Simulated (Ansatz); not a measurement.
Input file:

```yaml
crystal:
  periodic: [false, false, false]
  atoms:
    - {symbol: Al, position_ang: [0.000000, -0.094367, 0.604744]}
    - {symbol: Be, position_ang: [0.000000, 0.138387, -1.702472]}
    - {symbol: H, position_ang: [0.000000, 1.259882, 2.076482]}
    - {symbol: H, position_ang: [0.000000, 0.028878, -3.042758]}
basis:
  gaussian: {orbitals: 6-31G}
magnetization: {spin_polarized: true, initial_magnetization: 1}
correlation: {method: ccsdt_q, electrons: outside_noble_gas}
```

```sh
$ ansatz run in.yaml --threads 1 --pin off --events-out ev --progress --plain --max-ram 2393MiB
```

**Question.** Roughly how long does this take on 1 thread of Intel Xeon, shared host, and how much host memory?

**Answer.** 2.4 s wall and 0.16 GiB.

```
540 factors; integrals over basis functions are off by at most 2.6e-7 eV
mean field evaluation 1: about -7008.2685 eV, gradient 7.6e0 eV
mean field evaluation 2: about -7008.2677 eV, gradient 7.6e0 eV
mean field evaluation 4: about -7009.5117 eV, gradient 9.7e-1 eV
mean field evaluation 8: about -7009.5497 eV, gradient 5.7e-3 eV
mean field evaluation 16: about -7009.5139 eV, gradient 9.7e-1 eV
mean field evaluation 32: about -7008.7692 eV, gradient 4.9e-1 eV
mean field evaluation 64: about -7008.6989 eV, gradient 4.1e-6 eV
mean field evaluation 96: about -7006.5870 eV, gradient 6.3e-2 eV
mean field evaluation 128: about -7006.7782 eV, gradient 8.9e-2 eV
mean field evaluation 160: about -7006.9830 eV, gradient 4.3e0 eV
...
mean field -7009.54972525 eV, -257.5962011595 hartree, gradient 1.7e-6 eV, S^2 0.764379; 11 other end points of the search recorded, 0 dependent functions left out
determinant -7009.54972525 eV, -257.5962011595 hartree, with singles and doubles -7011.58405802 eV, -257.6709615099 hartree
determinant -7008.69885627 eV, -257.5649323013 hartree, with singles and doubles -7010.89983416 eV, -257.6458167467 hartree
determinant -7006.83303960 eV, -257.4963648031 hartree, with singles and doubles -7008.62304439 eV, -257.5621462660 hartree
determinant -7006.77531554 eV, -257.4942434831 hartree, with singles and doubles -7008.71525381 eV, -257.5655348995 hartree
determinant -7006.58749889 eV, -257.4873413486 hartree, with singles and doubles -7008.88170374 eV, -257.5716518217 hartree
6 core orbitals not correlated: weight in the atoms' cores, before any rotation towards them, 1.000 or more for the frozen orbitals, at most 0.000 for the correlated occupied ones
reference -7009.54972525 eV, -257.5962011595 hartree; 4, 3 occupied and 16, 17 virtual orbitals, 540 factors
second order -1.35825116 eV of doubles, -0.00000000 eV of singles
...
cycle   9  -2.09660833 eV  change    8.1e-5 eV  update   2.3e-4
cycle  10  -2.09647815 eV  change    1.3e-4 eV  update   1.1e-4
cycle  11  -2.09646813 eV  change    1.0e-5 eV  update   5.4e-5
cycle  12  -2.09648017 eV  change   -1.2e-5 eV  update   2.7e-5
cycle  13  -2.09650459 eV  change   -2.4e-5 eV  update   1.2e-5
cycle  14  -2.09650749 eV  change   -2.9e-6 eV  update   5.4e-6
cycle  15  -2.09650508 eV  change    2.4e-6 eV  update   2.9e-6
cycle  16  -2.09650326 eV  change    1.8e-6 eV  update   1.6e-6
cycle  17  -2.09650256 eV  change    7.0e-7 eV  update   8.9e-7
cycle  18  -2.09650260 eV  change   -4.1e-8 eV  update   5.0e-7
perturbative correction -0.00194498 eV, -0.0000714767 hartree
Total energy: -7011.64817284 eV, -257.6733176859 hartree
```

For the same geometry and basis full CI lies 0.8 meV lower.
